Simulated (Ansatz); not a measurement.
## Worked example: CHGeO⁺, triplet against CHGeO, doublet

Geometry (PBE0/def2-TZVP stationary point of a doublet), kept for both states (CHGeO, doublet: A''; CHGeO⁺, triplet: A''):

```csv
atom,x (Å),y (Å),z (Å)
C,0.0000,-0.0124,2.9133
O,0.0000,0.0347,1.7883
Ge,0.0000,-0.0272,-0.8669
H,0.0000,1.5543,-0.6238
```

Basis cc-pVDZ; Ansatz 0.2.0. Correlated methods freeze the noble-gas cores and the filled d shells of p-block atoms. R marks a restricted (for open shells ROHF) determinant, U an unrestricted one. No spin–orbit coupling is included, and no scalar relativity.

Full CI isn't at hand for all of this; UCCSDT(Q) serves as the reference, and is uncertain by about the last step of the cluster series.

| level | E(CHGeO, doublet) (hartree) | E(CHGeO⁺, triplet) (hartree) |
| --- | --- | --- |
| UHF | -2188.613650 | -2188.298272 |
| UMP2 | -2188.962845 | -2188.619927 |
| UCCSD(T) | -2189.004012 | -2188.657208 |
| PBE | -2190.378195 | -2190.022503 |
| wB97M-V | -2190.685675 | -2190.329032 |
| UCCSDT(Q) | -2189.006014 | -2188.659120 |

Problem. Give the vertical gap, CHGeO⁺ triplet less CHGeO doublet, at each level in eV (1 hartree = 27.2114 eV), and each error against UCCSDT(Q).

Solution. UCCSDT(Q): (-2188.659120 − (-2189.006014)) × 27.2114 = 9.439 eV (the reference)
wB97M-V: (-2190.329032 − (-2190.685675)) × 27.2114 = 9.705 eV, error 0.266 eV
PBE: (-2190.022503 − (-2190.378195)) × 27.2114 = 9.679 eV, error 0.240 eV
UCCSD(T): (-2188.657208 − (-2189.004012)) × 27.2114 = 9.437 eV, error -0.002 eV
UMP2: (-2188.619927 − (-2188.962845)) × 27.2114 = 9.331 eV, error -0.108 eV
UHF: (-2188.298272 − (-2188.613650)) × 27.2114 = 8.582 eV, error -0.857 eV

Total energies of functionals can't be set beside those of wave-function methods, since they hold the core's correlation and their own absolute errors; only the differences compare.

In so small a basis the reference is far from its limit while semilocal and hybrid functionals are nearer theirs, so the functionals' errors here hold much of the reference's basis and frozen-core error, which can add to them or hide them.

Each level lands on the state that its own search finds. T1 diagnostics of restricted CCSD: 0.020 and 0.027.
